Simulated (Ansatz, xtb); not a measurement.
# Relative energy of two isomers of C2H3F3O

Structure X: `OCC(F)(F)F`, a singlet. Structure Y: `OC(F)(F)CF`, a singlet. Both are isolated molecules in the gas phase, relaxed with PBE-D3(BJ)/def2-SVP; the shapes shown needn't be the lowest conformers.

X (Å):

```xyz
9

C    -1.4943   -1.7236   -0.5501
C    -1.1168   -2.0391    0.8937
F    -0.5484   -0.9431    1.4724
F    -0.2195   -3.0485    0.9494
F    -2.1810   -2.3816    1.6444
O    -2.3456   -0.6143   -0.6444
H    -1.8749    0.1410   -0.2431
H    -0.5365   -1.6134   -1.1151
H    -2.0269   -2.6037   -0.9632
```

Y (Å):

```csv
atom,x (Å),y (Å),z (Å)
C,-0.8120,-1.9546,0.2024
C,0.2481,-0.9652,-0.2716
F,-0.2220,-3.0370,0.8075
F,-1.4998,-2.4708,-0.8683
F,1.1153,-1.5793,-1.1393
O,-1.6523,-1.3115,1.0603
H,-2.3263,-1.9566,1.3552
H,0.7956,-0.5864,0.6182
H,-0.2649,-0.1171,-0.7739
```

Problem. Estimate E(Y) − E(X) at the level CCSD(T)/def2-SVP + ΔMP2/def2-TZVPP.

Solution. Too close to call at this level: CCSD(T)/def2-SVP + ΔMP2/def2-TZVPP gives E(Y) − E(X) = +0.12 kcal/mol.

How the difference moves with the method:

```json
{"level": "GFN2-xTB", "geometry": "GFN2-xTB", "E(Y) − E(X) (kcal/mol)": "−6.06", "departure from the last row (kcal/mol)": "−6.18", "job, with rough time for the two": "optimisation, 0.24 s"}
{"level": "HF/STO-3G", "geometry": "GFN2-xTB", "E(Y) − E(X) (kcal/mol)": "+2.02", "departure from the last row (kcal/mol)": "+1.89", "job, with rough time for the two": "single point, 0.82 s"}
{"level": "r2SCAN-D4/def2-SVP", "geometry": "GFN2-xTB", "E(Y) − E(X) (kcal/mol)": "+0.91", "departure from the last row (kcal/mol)": "+0.79", "job, with rough time for the two": "single point, 5.2 s"}
{"level": "PBE-D3(BJ)/def2-SVP", "geometry": "PBE-D3(BJ)/def2-SVP", "E(Y) − E(X) (kcal/mol)": "+1.17", "departure from the last row (kcal/mol)": "+1.05", "job, with rough time for the two": "optimisation, 33 s"}
{"level": "HF/def2-SVP", "geometry": "PBE-D3(BJ)/def2-SVP", "E(Y) − E(X) (kcal/mol)": "−0.86", "departure from the last row (kcal/mol)": "−0.98", "job, with rough time for the two": "part of the CCSD(T) run"}
{"level": "MP2/def2-SVP", "geometry": "PBE-D3(BJ)/def2-SVP", "E(Y) − E(X) (kcal/mol)": "+0.54", "departure from the last row (kcal/mol)": "+0.42", "job, with rough time for the two": "part of the CCSD(T) run"}
{"level": "CCSD(T)/def2-SVP", "geometry": "PBE-D3(BJ)/def2-SVP", "E(Y) − E(X) (kcal/mol)": "+0.40", "departure from the last row (kcal/mol)": "+0.28", "job, with rough time for the two": "single point"}
{"level": "CCSD(T)/def2-SVP + ΔMP2/def2-TZVPP", "geometry": "PBE-D3(BJ)/def2-SVP", "E(Y) − E(X) (kcal/mol)": "+0.12", "departure from the last row (kcal/mol)": "", "job, with rough time for the two": "single point, 58 s"}
```

As drawn, both hold the same kinds of bond in the same numbers.

The largest departure from CCSD(T)/def2-SVP + ΔMP2/def2-TZVPP is that of GFN2-xTB, 6.18 kcal/mol. The last row adds to CCSD(T) the change of the MP2 difference between the two basis sets, here −0.28 kcal/mol.

With harmonic frequencies from PBE-D3(BJ)/def2-SVP (ideal gas, rigid rotor, one conformer each, 298.15 K, 1 atm): on the last row, ΔE + ΔZPE = −0.13, ΔH = −0.02, ΔG = −0.31 kcal/mol.

The correlated steps freeze 6 core orbitals. Mirror images aren't counted in ΔG. Codes used: Ansatz 0.2.0, xtb 6.7.1; the last row on 2 threads of Intel(R) Xeon(R) Processor @ 2.50GHz (Skylake/Cascade Lake) on a shared host.
